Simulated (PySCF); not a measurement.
## Electron affinity of F by level of theory

F⁻ [Ne] (1S) → F [He] 2s2 2p5 (2P), as a difference of total energies. Calculation: PySCF 2.14, in aug-cc-pCVTZ-DK; the spin-free X2C one-electron Hamiltonian (Gaussian nucleus). Correlated levels: valence: 1s2 frozen. The calculations carry no spin-orbit coupling.

```json
{"method": "UHF", "electron affinity (eV)": "1.184", "plus first-order spin-orbit estimate": "1.167", "error of that sum (eV)": "-2.234"}
{"method": "MP2 (valence)", "electron affinity (eV)": "3.634", "plus first-order spin-orbit estimate": "3.617", "error of that sum (eV)": "+0.216"}
{"method": "SCS-MP2 (valence)", "electron affinity (eV)": "3.448", "plus first-order spin-orbit estimate": "3.431", "error of that sum (eV)": "+0.030"}
{"method": "CCSD (valence)", "electron affinity (eV)": "3.142", "plus first-order spin-orbit estimate": "3.125", "error of that sum (eV)": "-0.276"}
{"method": "CCSD(T) (valence)", "electron affinity (eV)": "3.305", "plus first-order spin-orbit estimate": "3.288", "error of that sum (eV)": "-0.113"}
```

Reference: 3.401 eV (measured; photodetachment measurements, as compiled on the Wikipedia data page of electron affinities).

A first-order spin-orbit estimate (lowest level to lowest level, LS coupling) adds -0.017 eV.

Errors of the correlated levels include the incompleteness of this basis and the frozen core.
